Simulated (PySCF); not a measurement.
## How methods differ on the ionisation energy of O

O [He] 2s2 2p4 (3P) → O+ [He] 2s2 2p3 (4S), as a difference of total energies. All numbers are calculated (PySCF 2.14, the spin-free X2C one-electron Hamiltonian (Gaussian nucleus), in dyall-acv3z (15s9p4d2f, 76 functions)). Correlated levels: valence: 1s2 frozen; virtual orbitals above 40 to 60 times the deepest correlated orbital energy dropped. The calculations carry no spin-orbit coupling.

```
           method  ionisation energy (eV)
              UHF                  12.010
    MP2 (valence)                  13.328
SCS-MP2 (valence)                  13.434
   CCSD (valence)                  13.363
CCSD(T) (valence)                  13.413
```

**Question.** How much does correlation contribute at CCSD(T) (valence)?

**Answer.** 13.413 − (12.010) = 1.403 eV, measured against UHF.

Errors of the correlated levels include the incompleteness of this basis and the frozen core.

For comparison: 13.608 eV (measured; NIST levels, between the centres of gravity of the two terms).
